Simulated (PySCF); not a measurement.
Ionisation of trans-crotononitrile

Parent: `C/C=C/C#N` (C4H5N). Non-hydrogen atoms are numbered in `[CH3:1]/[CH:2]=[CH:3]/[C:4]#[N:5]`.

Level of theory: ωB97X-D3(BJ)/ma-def2-TZVP single points in PySCF, grid level 2; every species was optimised with PBE0-D3(BJ)/def2-SVP. ωB97X-D3(BJ) is ωB97X-V with D3(BJ) in place of VV10. Thermal corrections: PBE0-D3(BJ)/def2-SVP frequencies, unscaled, ideal gas at 298.15 K and 1 bar, quasi-RRHO entropy.

Frontier levels of the parent: HOMO -10.25 eV, LUMO 0.67 eV.

Oxidation to the radical cation:
- Vertical ionisation energy (electronic): 10.20 eV
- Adiabatic ionisation energy (with zero-point energy): 9.96 eV
- Adiabatic, electronic part: 10.04 eV
- Vertical gap at the product's structure: 9.74 eV
- Inner reorganisation energy (four-point): 455 meV
- Relaxation of product / of parent: 158 / 297 meV
- ⟨S²⟩ of the product: 0.779
- Largest spin populations: N5 0.43, C3 0.38, C2 0.28, C4 -0.15
- Largest changes of atomic charge: N5 0.25, C2 0.21, C3 0.17, H (on C1) 0.08
- Distances that move most (Å): C2–C3 1.343 → 1.410; C1–C2 1.486 → 1.442; C3–C4 1.426 → 1.388; C4–N5 1.160 → 1.176
- Potential in dichloromethane: 7.65 V absolute, 2.95 V against Fc+/Fc computed at 4.70 V (solvation -25 → -246 kJ/mol)

Solvents are IEF-PCM continua (electrostatics only, gas-phase structures); absolute potentials refer to an electron at rest in vacuum. Fc+/Fc in dichloromethane, 4.70 V, is ωB97X-D3(BJ)/ma-def2-TZVP on PBE0-D3(BJ)/def2-SVP structures with GFN2-xTB thermal terms. Benchmark calculations put it near 5.0 V in acetonitrile and DMSO, so it is about 0.3 V low, and the value against it can read up to that much too high.

Measured values (NIST Chemistry WebBook, evaluated or the median of agreeing entries): vertical ionisation energy 10.23 eV (computed 10.20, difference -0.03).

Hardware: 1 thread of Arm Neoverse V2, shared with other jobs. Command: `OMP_NUM_THREADS=1 python redox_run.py task.json out`. Structures, frequencies and single points: 6 min.
